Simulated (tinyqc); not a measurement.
RKS/PBE in the sto-3g basis, for H2O, spin multiplicity 1, step by step. One step of it, computed by the program tinyqc.

Question. Iteration 2: diagonalisation and new density. A level shift of 1 hartree raises the virtual space: F + shift (S - S D(s) S), with D(s) the density of one spin (D/2). Diagonalise F' = X^T F X, C = X C', fill 5 alpha and 5 beta electrons from the bottom; D = 2 C_occ C_occ^T. Each column has its largest component positive (the first on a tie).

extrapolated F (hartree), order 1O 1s, 1O 2s, 1O 2px, 1O 2py, 1O 2pz, 2H 1s, 3H 1s:
```
[[-18.201969, -4.704030, 0.000000, 0.000173, -0.019654, -0.512913, -0.532507],
 [-4.704030, -1.755301, 0.000000, 0.001613, -0.126198, -0.406377, -0.418638],
 [0.000000, 0.000000, 0.075872, 0.000000, 0.000000, 0.000000, 0.000000],
 [0.000173, 0.001613, 0.000000, 0.014052, 0.000784, -0.145271, 0.148761],
 [-0.019654, -0.126198, 0.000000, 0.000784, 0.020615, -0.161080, -0.164586],
 [-0.512913, -0.406377, 0.000000, -0.145271, -0.161080, -0.258132, -0.132552],
 [-0.532507, -0.418638, 0.000000, 0.148761, -0.164586, -0.132552, -0.261188]]
```

X, order 1O 1s, 1O 2s, 1O 2px, 1O 2py, 1O 2pz, 2H 1s, 3H 1s:
```
[[-0.405388, -0.024466, 0.693037, 0.000000, 0.613420, 0.005034, 0.206662],
 [0.925812, 0.041072, -0.300120, 0.000000, 0.337852, 0.005208, 0.455409],
 [0.000000, 0.000000, 0.000000, 1.000000, 0.000000, 0.000000, 0.000000],
 [-0.039135, 0.770982, 0.002298, 0.000000, -0.000633, 0.715380, -0.005861],
 [0.456938, 0.017887, 0.686025, 0.000000, -0.584895, 0.001505, 0.238787],
 [-0.528723, -0.730016, -0.219438, 0.000000, -0.181214, 0.396425, 0.388973],
 [-0.606402, 0.679286, -0.213391, 0.000000, -0.176961, -0.386091, 0.398294]]
```

D after iteration 1, order 1O 1s, 1O 2s, 1O 2px, 1O 2py, 1O 2pz, 2H 1s, 3H 1s:
```
[[2.104834, -0.441490, 0.000000, -0.000886, 0.109604, -0.039038, -0.039656],
 [-0.441490, 1.887829, 0.000000, 0.005052, -0.524037, 0.070013, 0.069492],
 [0.000000, 0.000000, 2.000000, 0.000000, 0.000000, 0.000000, 0.000000],
 [-0.000886, 0.005052, 0.000000, 1.137637, 0.001560, 0.535985, -0.533287],
 [0.109604, -0.524037, 0.000000, 0.001560, 1.221041, 0.486382, 0.484722],
 [-0.039038, 0.070013, 0.000000, 0.535985, 0.486382, 0.491651, -0.011510],
 [-0.039656, 0.069492, 0.000000, -0.533287, 0.484722, -0.011510, 0.490355]]
```

overlap S, order 1O 1s, 1O 2s, 1O 2px, 1O 2py, 1O 2pz, 2H 1s, 3H 1s:
```
[[1.000000, 0.236704, 0.000000, 0.000000, 0.000000, 0.025463, 0.026437],
 [0.236704, 1.000000, 0.000000, 0.000000, 0.000000, 0.292789, 0.300711],
 [0.000000, 0.000000, 1.000000, 0.000000, 0.000000, 0.000000, 0.000000],
 [0.000000, 0.000000, 0.000000, 1.000000, 0.000000, 0.201164, -0.205587],
 [0.000000, 0.000000, 0.000000, 0.000000, 1.000000, 0.186120, 0.190235],
 [0.025463, 0.292789, 0.000000, 0.201164, 0.186120, 1.000000, 0.149357],
 [0.026437, 0.300711, 0.000000, -0.205587, 0.190235, 0.149357, 1.000000]]
```

Give: F' = X^T F X; orbital energies; coefficients C; D after iteration 2.

Answer.

F' = X^T F X (hartree):
```
[[0.004, -0.085, 2.751, 0.000, 2.369, 0.014, 0.896],
 [-0.085, 1.194, 0.192, 0.000, 0.178, 0.088, 0.074],
 [2.751, 0.192, -6.433, 0.000, -7.621, -0.069, -3.744],
 [0.000, 0.000, 0.000, 0.076, 0.000, 0.000, 0.000],
 [2.369, 0.178, -7.621, 0.000, -8.690, -0.077, -4.304],
 [0.014, 0.088, -0.069, 0.000, -0.077, -0.194, -0.039],
 [0.896, 0.074, -3.744, 0.000, -4.304, -0.039, -2.667]]
```

orbital energies (hartree): [-18.212, -0.647, -0.199, -0.080, 0.076, 1.146, 1.205]

coefficients C, order 1O 1s, 1O 2s, 1O 2px, 1O 2py, 1O 2pz, 2H 1s, 3H 1s:
```
[[0.994, -0.225, -0.001, 0.130, 0.000, -0.097, 0.010],
 [0.026, 0.819, 0.007, -0.578, 0.000, 0.512, -0.052],
 [0.000, 0.000, 0.000, 0.000, 1.000, 0.000, 0.000],
 [0.000, -0.003, 0.667, 0.000, 0.000, 0.069, 0.812],
 [0.003, 0.172, 0.001, 0.693, 0.000, 0.751, -0.067],
 [-0.004, 0.212, 0.436, 0.334, 0.000, -0.686, -0.621],
 [-0.004, 0.217, -0.432, 0.332, 0.000, -0.573, 0.735]]
```

D after iteration 2, order 1O 1s, 1O 2s, 1O 2px, 1O 2py, 1O 2pz, 2H 1s, 3H 1s:
```
[[2.109, -0.465, 0.000, -0.001, 0.108, -0.019, -0.019],
 [-0.465, 2.010, 0.000, 0.005, -0.519, -0.033, -0.035],
 [0.000, 0.000, 2.000, 0.000, 0.000, 0.000, 0.000],
 [-0.001, 0.005, 0.000, 0.889, 0.000, 0.580, -0.577],
 [0.108, -0.519, 0.000, 0.000, 1.020, 0.536, 0.534],
 [-0.019, -0.033, 0.000, 0.580, 0.536, 0.692, -0.063],
 [-0.019, -0.035, 0.000, -0.577, 0.534, -0.063, 0.688]]
```
